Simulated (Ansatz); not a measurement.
**CH₃BF+ (SMILES B[CH+]F): functionals against CCSD(T) at one geometry**

The atoms stand at a structure displaced at random from a GFN2-xTB minimum. How far do the functionals agree with CCSD(T) there?

Method: single points in def2-TZVPP; program: Ansatz 0.2.0, Gaussian basis.

Correlated methods freeze the cores.

**1. Starting geometry**

SMILES `B[CH+]F`, 6 atoms, charge 1, spin multiplicity 1.

Atoms are counted from 1 here; the program's logs count them from 0.

Bond lengths: B1–C2 1.374 Å, B1–H4 0.956 Å, B1–H5 1.244 Å, C2–F3 1.246 Å, C2–H6 1.001 Å. Angles: C2–B1–H4 134.5°, C2–B1–H5 125.9°, H4–B1–H5 99.2°, B1–C2–F3 134.9°, B1–C2–H6 100.2°, F3–C2–H6 117.6°.

As a file:

```
B    -0.5958    0.1251   -0.3391
C     0.5766    0.0103    0.3686
F     1.5757   -0.7317    0.3023
H    -1.4282   -0.3441   -0.3366
H    -0.7797    0.8526   -1.3311
H     0.2611    0.2829    1.2786
```

**2. CCSD(T)/def2-TZVPP**

Input file run/in.yaml:

```yaml
crystal:
  periodic: [false, false, false]
  atoms:
    - {symbol: B, position_ang: [-0.595800, 0.125100, -0.339100]}
    - {symbol: C, position_ang: [0.576600, 0.010300, 0.368600]}
    - {symbol: F, position_ang: [1.575700, -0.731700, 0.302300]}
    - {symbol: H, position_ang: [-1.428200, -0.344100, -0.336600]}
    - {symbol: H, position_ang: [-0.779700, 0.852600, -1.331100]}
    - {symbol: H, position_ang: [0.261100, 0.282900, 1.278600]}
basis:
  gaussian: {orbitals: def2-TZVPP}
total_charge: 1
correlation: {method: ccsd_t}
output: {forces: true}
```

No record of the launch command was kept for these runs.

**3. PBE0-D4/def2-TZVPP**

run/in.yaml, as its differences from that of step 2:

```diff
@@ -12,3 +12,3 @@
 total_charge: 1
-correlation: {method: ccsd_t}
-output: {forces: true}
+hamiltonian: {xc: pbe0, dispersion: d4}
+output: {forces: true, orbitals: {seedname: orbitals}}
```

**4. wB97M-V/def2-TZVPP**

run/in.yaml, as its differences from that of step 3:

```diff
@@ -12,3 +12,3 @@
 total_charge: 1
-hamiltonian: {xc: pbe0, dispersion: d4}
-output: {forces: true, orbitals: {seedname: orbitals}}
+hamiltonian: {xc: {name: wB97M-V}}
+output: {forces: true}
```

**5. r2SCAN-D4/def2-TZVPP**

run/in.yaml, as its differences from that of step 4:

```diff
@@ -12,3 +12,3 @@
 total_charge: 1
-hamiltonian: {xc: {name: wB97M-V}}
+hamiltonian: {xc: r2scan, dispersion: d4}
 output: {forces: true}
```

**6. PBE-D4/def2-TZVPP**

run/in.yaml, as its differences from that of step 5:

```diff
@@ -12,3 +12,3 @@
 total_charge: 1
-hamiltonian: {xc: r2scan, dispersion: d4}
+hamiltonian: {xc: pbe, dispersion: d4}
 output: {forces: true}
```

**7. HSE06-D4/def2-TZVPP**

run/in.yaml, as its differences from that of step 6:

```diff
@@ -12,3 +12,3 @@
 total_charge: 1
-hamiltonian: {xc: pbe, dispersion: d4}
+hamiltonian: {xc: hse06, dispersion: d4}
 output: {forces: true}
```

**8. BHLYP-D4/def2-TZVPP**

run/in.yaml, as its differences from that of step 7:

```diff
@@ -12,3 +12,3 @@
 total_charge: 1
-hamiltonian: {xc: hse06, dispersion: d4}
+hamiltonian: {xc: {name: BHLYP}, dispersion: d4}
 output: {forces: true}
```

(Steps that only read results are left out.)

What does the calculation give? Wanted: energy less free atoms, CCSD(T)/def2-TZVPP; RMS force component; RMS force error; HOMO and LUMO, PBE0-D4; T1 diagnostic.

The runs gave:

| quantity | value |
| --- | --- |
| energy less free atoms, CCSD(T)/def2-TZVPP | -218.7 kcal/mol |
| RMS force component | 3.786 to 3.858 eV/Å over the methods |
| RMS force error | PBE0-D4 0.292, wB97M-V 0.163, r2SCAN-D4 0.380, PBE-D4 0.551, HSE06-D4 0.295, BHLYP-D4 0.300 eV/Å |
| HOMO and LUMO, PBE0-D4 | -16.95 and -10.80 eV |
| T1 diagnostic | 0.022 |

In words: Against CCSD(T) the functionals' energies less atoms differ by -36.0 to -5.3 kcal/mol, PBE-D4 by -36.0 kcal/mol. A larger basis would deepen the CCSD(T) value, while the functionals are nearly converged already, so the order here is not reliable. On forces the order runs from wB97M-V to PBE-D4. Frozen-core CCSD(T) forces in triple zeta carry basis errors of their own, and this is one geometry, so small gaps rank nothing.
